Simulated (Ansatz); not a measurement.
# Isomers

Structures of LiAlSiH₄, closed shell, relaxed at PBE0-D4/def2-TZVP (vibrations not checked; lower isomers may exist, and structures with a doubtful reference or unclear bonds are left out). Computed with Ansatz 0.2.0 (basis: def2-TZVPP); correlated methods freeze the cores. The outer core shell of Li, Na, Mg and K is correlated. B3LYP uses VWN-RPA correlation.

(1) Rank them by CCSD(T) energy, lowest first, and give each one's height above the lowest. Links in brackets join atoms within 1.22 times the sum of their covalent radii (1.1 for two metals). (To be estimated.)
A.
LiAlSiH₄ ([H]1[AlH]2[SiH]3[H][Li]123)
```
7
angstrom
Li -2.4032 -0.4695 -0.6542
Si -0.3971 0.4944 -1.4792
Al -0.5004 0.5312 0.8709
H -0.8551 -0.9888 -1.5371
H 0.9139 0.4444 -2.1860
H -2.0018 -0.1747 1.0829
H -0.0380 1.3058 2.1771
```
B.
LiAlSiH₄ ([H]1[AlH]2[Si]34[H][Li]123[H]4)
```
7
angstrom
Li 0.2547 1.5354 -0.0033
Al 0.5604 -0.9961 0.0367
Si -1.7214 -0.1010 -0.0785
H 1.4271 -2.3308 0.0890
H -1.0015 0.8275 -1.1433
H -1.1037 0.8516 1.0283
H 1.6220 0.3160 0.0730
```
C.
LiAlSiH₄ ([Li][SiH2][AlH2])
```
7
angstrom
Li -2.7995 0.0035 -0.5420
Si -0.3687 -0.0777 -0.9426
Al 0.8266 0.0857 1.1288
H 0.0221 -1.3485 -1.6413
H 0.0654 1.0332 -1.8553
H 1.1029 -1.1959 2.0470
H 1.1512 1.4996 1.8053
```
D.
LiAlSiH₄ ([SiH3][Al]1[H][Li]1)
```
7
angstrom
Li -3.3481 -1.9800 -0.1015
Al -0.9859 -1.2849 -0.0342
Si 0.2231 0.8924 0.0386
H -2.5478 -0.4195 -0.0509
H -0.0929 1.7481 -1.1494
H -0.1488 1.7004 1.2436
H 1.7139 0.7826 0.0712
```

(2) Do PBE-D4, r2SCAN-D4, PBE0-D4, B3LYP-D4, wB97M-V, HF, MP2 give the same order? (A judgement: the text doesn't fix the answer.)

The T1 diagnostic stays at or below 0.017. The restricted Hartree–Fock reference is unstable towards an unrestricted one at one or more of these structures.

For scale, one of the runs: CCSD(T)/def2-TZVPP, 159 basis functions, launched by `ansatz run in.yaml --threads 2 --pin off --events-out ev --progress --plain --max-ram 4352MiB`. The run took 14 s on 2 CPU threads of an Arm Neoverse V1 (shared host), with 1 GiB of host memory at its peak.

Answers

(1) Computed: A (0.0 kJ/mol), B (5.5 kJ/mol), C (16.5 kJ/mol), D (47.9 kJ/mol). Heights count from the lowest.

(2) The calculation gives: Lowest first: wB97M-V B < A < C < D; HF C < A < B < D. The others agree with CCSD(T).
